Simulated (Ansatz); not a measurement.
## Europium, bcc: convergence with Fermi-Dirac smearing

Computed with Ansatz, LDA, scalar-relativistic PAW, on the relaxed cell (a = 4.109 Å; ferromagnetic, net 7.16 μB per atom). Errors count from a run at 420 eV on a Γ-centred 14×14×14 mesh with Fermi-Dirac smearing of 0.05 eV, extrapolated to zero width. Fixed here: cutoff 420 eV, mesh 11×11×11.

| width (eV) | E(σ→0) error (meV/atom) | F error (meV/atom) | P (GPa) | sphere moment (μB) | SCF iterations |
| --- | --- | --- | --- | --- | --- |
| 0.01 | 1.4 | 1.1 | -0.02 | 6.93 | 15 |
| 0.03 | 1.1 | -1.0 | -0.03 | 6.92 | 19 |
| 0.1 | 7.2 | -26.7 | -0.04 | 6.92 | 20 |
| 0.2 | 18.8 | -142.7 | 0.08 | 6.92 | 21 |
| 0.3 | 16.7 | -344.9 | 0.28 | 6.90 | 19 |
| 1.0 | 778.3 | -4267.0 | 2.16 | 4.49 | 22 |

Task: What does the run at 0.6 give (width)?

Result: E(σ→0) error (meV/atom): 18.3; F error (meV/atom): -1397.9; P (GPa): 0.89; sphere moment (μB): 6.61; SCF iterations: 16.
